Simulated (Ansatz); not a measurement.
## Lattice constant a of some cubic elemental solids other than molecular ones

Method: r²SCAN (Ansatz, a quantum-chemistry and plane-wave program, PAW). References are measured values corrected to a static lattice. The table is a random draw of 10 from 29 solids with such references.

Values in Å.

| solid | reference | r²SCAN | error (%) |
|---|---|---|---|
| diamond | 3.553 (3.543–3.555) | 3.560 | +0.20 |
| bcc V | 3.021 | 2.982 | -1.29 |
| fcc Pt | 3.913 | ? | ? |
| fcc Pb | 4.902¶ | 4.994 | +1.88 |
| bcc K | 5.212¶ | 5.348 | +2.61 |
| bcc Ta | 3.299 | 3.305 | +0.18 |
| fcc Ag | 4.062 | 4.104 | +1.03 |
| antiferromagnetic bcc Cr | 2.877 | 2.961 | +2.92 |
| diamond-structure Si | 5.421 | 5.444 | +0.42 |
| bcc Li | 3.449¶ | 3.477 | +0.81 |

### Question
Estimate the withheld r²SCAN value.

### Answer
The errors of the other rows run from -1.29 % to +2.92 %, with a median of +0.81 %; carried to the reference 3.913 it gives 3.945 Å. The run gives 3.940 Å (+0.69 %), -0.13 % from the estimate; the row was drawn at random, and such an estimate is rough. Over these 10 solids the mean error is +0.95 %, the mean absolute error 1.20 % (median 0.92 %), and the worst case antiferromagnetic bcc Cr at +2.92 %; the value is too high in 9 of 10 cases. Over all 29, from unrounded values, the mean error is +0.81 % and the mean absolute error 1.04 % (median 0.70 %).

All these references are brought to a static lattice.

Spin–orbit coupling is left out, also for the solids with elements from indium on (fcc Pt, fcc Pb, bcc Ta); its size isn't shown.

¶ marks references of a special kind: fcc Pb, 4.902 Å (measured, low-temperature or extrapolated to 0 K; zero-point anharmonic expansion removed, our sources range from 4.902 to 4.912; as tabulated in Csonka et al. (2009), arXiv:0903.4037); bcc K, 5.212 Å (measured, low-temperature or extrapolated to 0 K; zero-point anharmonic expansion removed; as tabulated in Csonka et al. (2009), arXiv:0903.4037); bcc Li, 3.449 Å (measured, low-temperature or extrapolated to 0 K; zero-point anharmonic expansion removed, our sources range from 3.443 to 3.453; as tabulated in Csonka et al. (2009), arXiv:0903.4037).

Brackets give the range of the sources taken for a reference, where it is wide; it can hold other temperatures.

Differences are worked out from the printed values.

Caveats: the commensurate order stands in for chromium's spin-density wave, and the size of the moments varies much between levels (antiferromagnetic bcc Cr). Ansatz's density-functional and Hartree–Fock values are scalar-relativistic unless marked +SOC, with PAW data made under PBE.

Ansatz's runs of these crystals have no spin polarisation, but for antiferromagnetic bcc Cr. Meta-GGAs and exact exchange favour moments, which can bear on bcc V, fcc Pt, antiferromagnetic bcc Cr.

Density-functional runs with spin start from opposed moments for antiferromagnetic bcc Cr.

Not in this set, of the elemental solids other than molecular ones with a reference value in our tables and a result at some level: 19 for a reference at room or unstated temperature; 4 for a high-temperature or high-pressure phase. These can be a level's best or worst cases. At least 1 more with a reference value is held back for tests. Solids without a released value at any level aren't counted. Layered and molecular crystals are counted apart. The metals Ce to Yb are counted apart.

References as tabulated in Mejia-Rodriguez and Trickey (2018), arXiv:1807.09216; Csonka et al. (2009), arXiv:0903.4037; Levämäki et al. (2014), arXiv:1402.3671.
